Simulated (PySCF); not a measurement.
## A search over the determinants of CO⁺

Unrestricted PBE0; basis C cc-pVTZ, O cc-pVTZ; no relativity; PySCF 2.14. Outer shells of the fragments: C+ 2s2 2p1; O 2s2 2p4.

Followed along the bond (rough minima from three points):

```json
{"2Ms+1": "2", "unpaired": "σ ↑", "⟨S²⟩ at the start": "0.84", "R at minimum (Å)": "1.11", "Te (eV)": "0.00"}
{"2Ms+1": "4", "unpaired": "σ ↑, π ↑↑", "⟨S²⟩ at the start": "3.76", "R at minimum (Å)": "1.31", "Te (eV)": "5.78"}
```

Solutions found at the starting distance of 1.410 Å, counted from the lowest of them; the search is not exhaustive and high or unbound solutions are not listed, so other states can lie among these:

```json
{"2Ms+1": "2", "unpaired": "σ ↑", "term": "²Σ⁺", "E (eV)": "0.00", "⟨S²⟩": "0.84", "⟨Lz²⟩": "0.00", "μ (D)": "-3.07"}
{"2Ms+1": "2", "unpaired": "π ↑", "term": "²Π", "E (eV)": "0.00", "⟨S²⟩": "0.76", "⟨Lz²⟩": "1.01", "μ (D)": "-1.48"}
{"2Ms+1": "4", "unpaired": "σ ↑, π ↑↑", "term": "mixed", "E (eV)": "2.84", "⟨S²⟩": "3.76", "⟨Lz²⟩": "2.01", "μ (D)": "-2.27"}
{"2Ms+1": "4", "unpaired": "σ ↑, π ↑↑", "term": "mixed", "E (eV)": "3.50", "⟨S²⟩": "3.76", "⟨Lz²⟩": "2.00", "μ (D)": "-2.45"}
{"2Ms+1": "2", "unpaired": "σ ↑, π ↑↓", "term": "mixed", "E (eV)": "3.87", "⟨S²⟩": "1.76", "⟨Lz²⟩": "2.01", "μ (D)": "-2.58"}
{"2Ms+1": "2", "unpaired": "σ ↓, π ↑↑", "term": "mixed", "E (eV)": "4.01", "⟨S²⟩": "1.77", "⟨Lz²⟩": "2.01", "μ (D)": "-1.86"}
{"2Ms+1": "2", "unpaired": "σ ↑, π ↑↓", "term": "mixed", "E (eV)": "4.52", "⟨S²⟩": "1.77", "⟨Lz²⟩": "2.01", "μ (D)": "-1.98"}
{"2Ms+1": "4", "unpaired": "π ↑↑↑", "term": "⁴Π", "E (eV)": "4.81", "⟨S²⟩": "3.76", "⟨Lz²⟩": "1.00", "μ (D)": "0.83"}
```

A term symbol is given only where ⟨S²⟩ and ⟨Lz²⟩ are close to those of a pure state; real π, δ and φ orbitals otherwise mix terms. A positive dipole points towards O; it is taken about the centre of mass and depends on that origin.

Task: Compare the gap between the two lowest followed solutions at the starting distance with the gap between their minima.

Result: At PBE0 the second solution (quartet, unpaired electrons σ ↑, π ↑↑) lies +2.84 eV from the first (doublet, unpaired electrons σ ↑) at 1.410 Å and +5.78 eV at the minima; the two curves relax by different amounts, since their minima lie near 1.31 and 1.11 Å.

Counting both spins, an empty level lies below a filled one in some of these solutions, because spin and occupation are held.
